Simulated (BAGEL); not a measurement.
# SiH4O (Si(OH)H3) at B3LYP/6-31G(d) (density fitting with qzvpp-jkfit, spherical functions)

What is the energy change on altering one bond length of SiH4O (Si(OH)H3) at B3LYP/6-31G* (density fitting with qzvpp-jkfit, spherical functions)? 

Program for the calculation: BAGEL 1.2.2.

4 further runs of the same task are left out: 3 that didn't finish, 1 set aside as unsound or not needed.

### Step 1. The molecule

SiH4O: 6 atoms, total charge 0, spin state singlet. As SMILES, `[H][Si]([H])([H])O`. The shape is that of a GFN2-xTB optimisation.

Bond lengths: Si1–O2 1.625 Å, O2–H3 0.953 Å, Si1–H4 1.464 Å, Si1–H5 1.464 Å, Si1–H6 1.453 Å. Angles: Si1–O2–H3 122.4°, O2–Si1–H4 110.3°, O2–Si1–H5 110.3°, O2–Si1–H6 101.4°, H4–Si1–H5 108.8°, H4–Si1–H6 112.9°, H5–Si1–H6 112.9°.

### Step 2. A single-point energy at B3LYP/6-31G(d) (density fitting with qzvpp-jkfit, spherical functions)

job.json reads:

```json
{ "bagel": [

{
  "title": "molecule",
  "basis": "6-31gs.json",
  "df_basis": "qzvpp-jkfit",
  "angstrom": true,
  "geometry": [
    { "atom": "Si", "xyz": [      -0.059940,      -0.114970,      -0.407910 ] },
    { "atom": "O", "xyz": [      -0.059540,      -0.091910,       1.217130 ] },
    { "atom": "H", "xyz": [       0.327320,       0.620940,       1.717260 ] },
    { "atom": "H", "xyz": [       1.313150,      -0.112770,      -0.916850 ] },
    { "atom": "H", "xyz": [      -0.760380,       1.058380,      -0.933190 ] },
    { "atom": "H", "xyz": [      -0.760600,      -1.359670,      -0.676430 ] }
  ]
},

{
  "title": "ks",
  "xc_func": "b3lyp"
},

{
  "title": "print",
  "file": "orbitals.molden",
  "orbitals": true
}

]}
```

The basis set 6-31G* is read from a file made from the Basis Set Exchange's data (not shown).

Launch:

```sh
$ BAGEL_NUM_THREADS=1 BAGEL job.json > job.out
```

What it wrote:

```text
* using 1 threads per process

  ===============================================================
  ===============================================================

  *** Geometry ***

  { "atom" : "Si", "xyz" : [     -0.113270,     -0.217262,     -0.770838 ] },
  { "atom" : "O", "xyz" : [     -0.112514,     -0.173685,      2.300042 ] },
  { "atom" : "H", "xyz" : [      0.618545,      1.173407,      3.245151 ] },
  { "atom" : "H", "xyz" : [      2.481494,     -0.213104,     -1.732595 ] },
  { "atom" : "H", "xyz" : [     -1.436910,      2.000048,     -1.763474 ] },
  { "atom" : "H", "xyz" : [     -1.437326,     -2.569404,     -1.278267 ] },

  Number of auxiliary basis functions:      277

  Since a DF basis is specified, we compute 2- and 3-index integrals:
    o Being stored without compression. Storage requirement is 0.004 GB

  Number of basis functions:       40
  Number of electrons      :       26

    * METHOD: MOLECULE                             0.60

  *** Kohn-Sham DFT ***

    * Removing 8725 points whose weight is below 1.00e-10
    * Grid points: 80711

  === Nuclear Repulsion ===
    65.6694777563

       - DIIS with orbital gradients will be used.

  === KS iteration (b3lyp / 6-31gs.json) ===
      0       -352.95113343          0.18864872           0.91
      1       -346.10281169          0.11614782           0.34
      2       -345.99010818          0.20558943           0.44
      3       -355.88887897          0.20101974           0.26
      4       -356.88253470          0.20074948           0.30
      5       -356.48579038          0.20270539           0.40
      6       -358.70215663          0.19146891           0.58
      7       -344.66972004          0.14222943           0.47
      8       -361.85905130          0.14912840           0.43
      9       -365.26684819          0.12371882           0.33
     10       -362.82499794          0.13441566           0.34
     11       -362.33736690          0.14207465           0.38
     12       -362.20321743          0.14315702           0.35
     13       -358.90527929          0.17335818           0.44
     14       -366.85276217          0.04879354           0.30
     15       -367.09009607          0.01833098           0.36
     16       -367.12026022          0.01125257           0.23
     17       -367.13455144          0.00368642           0.34
     18       -367.13619298          0.00031353           0.24
     19       -367.13620968          0.00004983           0.31
     20       -367.13621018          0.00000824           0.36
     21       -367.13621019          0.00000174           0.30
     22       -367.13621019          0.00000027           0.44
     23       -367.13621019          0.00000010           0.34
     24       -367.13621019          0.00000002           0.30
     25       -367.13621019          0.00000000           0.43
    * SCF iteration converged.

    * Permanent dipole moment:
           (   -0.267870,    -0.490398,    -0.002166) a.u.

    * METHOD: KS                                  11.23

    * METHOD: PRINT                                0.00

  ===============================================================
```

It took 13 s on 1 thread of Intel Xeon at 2.50GHz (Skylake/Cascade Lake), shared host.

### Step 3. The distorted shape at the same level

dft.json reads:

```json
{ "bagel" : [

{
  "title" : "molecule",
  "basis" : "6-31gs.json",
  "df_basis" : "qzvpp-jkfit",
  "angstrom" : true,
  "geometry" : [
    { "atom" : "Si", "xyz" : [      -0.369448,      -0.685286,      -0.808039 ] },
    { "atom" : "O", "xyz" : [      -0.369048,      -0.662226,       0.817001 ] },
    { "atom" : "H", "xyz" : [       0.327320,       0.620940,       1.717260 ] },
    { "atom" : "H", "xyz" : [       1.003642,      -0.683086,      -1.316979 ] },
    { "atom" : "H", "xyz" : [      -1.069888,       0.488064,      -1.333319 ] },
    { "atom" : "H", "xyz" : [      -1.070108,      -1.929986,      -1.076559 ] }
  ]
},

{ "title" : "ks", "xc_func" : "b3lyp" },

{ "title" : "print", "file" : "orbitals.molden", "orbitals" : true }

]}
```

The basis set 6-31G* is read from a file made from the Basis Set Exchange's data (not shown).

Launch:

```sh
$ BAGEL_NUM_THREADS=1 BAGEL dft.json > dft.out
```

What it wrote:

```text
* using 1 threads per process

  ===============================================================
  ===============================================================

  *** Geometry ***

  { "atom" : "Si", "xyz" : [     -0.698156,     -1.295003,     -1.526972 ] },
  { "atom" : "O", "xyz" : [     -0.697400,     -1.251426,      1.543908 ] },
  { "atom" : "H", "xyz" : [      0.618545,      1.173407,      3.245151 ] },
  { "atom" : "H", "xyz" : [      1.896609,     -1.290845,     -2.488730 ] },
  { "atom" : "H", "xyz" : [     -2.021795,      0.922307,     -2.519608 ] },
  { "atom" : "H", "xyz" : [     -2.022211,     -3.647145,     -2.034402 ] },

  Number of auxiliary basis functions:      277

  Since a DF basis is specified, we compute 2- and 3-index integrals:
    o Being stored without compression. Storage requirement is 0.004 GB

  Number of basis functions:       40
  Number of electrons      :       26

    * METHOD: MOLECULE                             0.27

  *** Kohn-Sham DFT ***

    * Removing 8030 points whose weight is below 1.00e-10
    * Grid points: 81406

  === Nuclear Repulsion ===
    62.8996661954

       - DIIS with orbital gradients will be used.

  === KS iteration (b3lyp / 6-31gs.json) ===
      0       -352.53113081          0.17722574           0.58
      1       -349.63150034          0.11113854           0.33
      2       -347.02889599          0.25042995           0.22
      3       -355.52720620          0.18836817           0.37
      4       -359.23981382          0.20457546           0.28
      5       -357.49412616          0.18923262           0.30
      6       -357.52888328          0.18879913           0.30
      7       -345.51327584          0.13877093           0.27
      8       -359.40996737          0.16293598           0.35
      9       -360.21963799          0.16601696           0.32
     10       -361.90295452          0.15057889           0.24
     11       -362.59438467          0.14148886           0.23
     12       -363.25415606          0.12994138           0.24
     13       -353.56618558          0.19568187           0.39
     14       -366.87460611          0.02343700           0.38
     15       -366.70335485          0.03980220           0.37
     16       -366.99372712          0.00599438           0.50
     17       -366.99922960          0.00104667           0.25
     18       -366.99945923          0.00022640           0.26
     19       -366.99946556          0.00008145           0.35
     20       -366.99946640          0.00002439           0.27
     21       -366.99946651          0.00000553           0.25
     22       -366.99946651          0.00000058           0.39
     23       -366.99946651          0.00000016           0.27
     24       -366.99946651          0.00000003           0.26
     25       -366.99946651          0.00000001           0.28
    * SCF iteration converged.

    * Permanent dipole moment:
           (   -0.276758,    -0.508510,     0.016361) a.u.

    * METHOD: KS                                   9.34

    * METHOD: PRINT                                0.01

  ===============================================================
```

Wall time 11 s (1 thread of Intel Xeon at 2.50GHz (Skylake/Cascade Lake), shared host).

### Step 4. Outcome

Level: B3LYP/6-31G* (density fitting with qzvpp-jkfit, spherical functions).

```
                                                         quantity          value
                                        first shape: total energy  -367.13621 Eh
                                       first shape: dipole moment         1.42 D
                                         first shape: HOMO energy       -8.14 eV
                                         first shape: LUMO energy        0.32 eV
                                       first shape: HOMO–LUMO gap        8.46 eV
                                    distorted shape: total energy  -366.99947 Eh
                                   distorted shape: dipole moment         1.47 D
                                     distorted shape: HOMO energy       -7.84 eV
                                     distorted shape: LUMO energy       -3.90 eV
                                   distorted shape: HOMO–LUMO gap        3.94 eV
energy change with the O2–H3 bond stretched from 0.953 to 1.715 Å       3.721 eV
```

In words: One bond (distorted shape) is far stretched, which a spin-restricted single reference describes badly; a broken-symmetry solution may lie lower. With the O2–H3 bond stretched from 0.953 to 1.715 Å the energy rises by 3.72 eV (86 kcal/mol). The first shape isn't relaxed at this level, so the change isn't measured from a minimum. A restricted reference can't describe the breaking bond well at this length.
